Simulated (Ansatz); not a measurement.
Geometry optimisation, UHF/def2-SVPD in Ansatz 0.2.0.

Input:

```yaml
crystal:
  periodic: [false, false, false]
  atoms:
    - { symbol: B, position_ang: [0.018402, -0.114862, -0.130961] }
    - { symbol: H, position_ang: [-0.05506, -0.178715, 1.060753] }
    - { symbol: H, position_ang: [1.061364, 0.066589, -0.693558] }
    - { symbol: O, position_ang: [-1.085592, -0.247434, -0.883098] }
    - { symbol: H, position_ang: [-1.885455, -0.378868, -0.401539] }
    - { symbol: O, position_ang: [-0.572131, -0.052118, 3.214788] }
    - { symbol: H, position_ang: [0.082672, -0.742392, 3.314215] }
magnetization:
  spin_polarized: true
  initial_magnetization: 1
basis:
  gaussian: { orbitals: def2-SVPD }
hamiltonian:
  xc: hf
relax:
  f_tol: 0.03
  max_steps: 50
```

Command:

```bash
$ ansatz run input.yaml --threads 2 --pin off --max-ram 3072MiB --backend cpu --events-out ev --progress --plain --runs-dir out
```

Where does it end, and by what steps?

The run converged. The force dipped under the threshold on the way, but the program's further checks kept it going. After 24 steps the energy has fallen by 0.186 eV; H5 moved furthest, 1.30 Å.

| step | energy less start (eV) | largest force component (eV/Å) | accepted |
| --- | --- | --- | --- |
| 0 | 0.0000 | 0.247 | yes |
| 1 | -0.0306 | 0.784 | yes |
| 2 | -0.0506 | 0.673 | yes |
| 3 | -0.0615 | 0.518 | yes |
| 4 | -0.0125 | 2.135 | no |
| 5 | -0.0725 | 0.080 | yes |
| 6 | -0.0746 | 0.028 | yes |
| 7 | -0.0774 | 0.503 | yes |
| 8 | -0.0798 | 0.456 | yes |
| 9 | -0.0804 | 0.448 | yes |
| 10 | -0.1013 | 0.214 | yes |
| 11 | -0.1242 | 0.238 | yes |
| 12 | -0.1484 | 0.297 | yes |
| 13 | -0.1595 | 0.831 | yes |
| 14 | -0.1518 | 0.894 | no |
| 15 | -0.1760 | 0.275 | yes |
| 16 | -0.1810 | 0.086 | yes |
| 17 | -0.1829 | 0.084 | yes |
| 18 | -0.1758 | 0.760 | no |
| 19 | -0.1843 | 0.056 | yes |
| 20 | -0.1831 | 0.341 | no |
| 21 | -0.1853 | 0.015 | yes |
| 22 | -0.1855 | 0.118 | yes |
| 23 | -0.1846 | 0.195 | no |
| 24 | -0.1860 | 0.017 | yes |

```xyz
7
Properties=species:S:1:pos:R:3
B 0.307 -0.070 -0.384
H 1.086 -0.133 0.535
H 0.691 0.065 -1.513
O -1.010 -0.150 -0.167
H -1.264 -0.256 0.738
O -1.501 -0.507 2.848
H -0.745 -0.597 3.424
```

Whether the end is a true minimum wasn't checked by a vibrational analysis.

Time of the run: 35 s on 2 threads of Arm Neoverse V2 (shared host), peak memory 0.2 GiB.
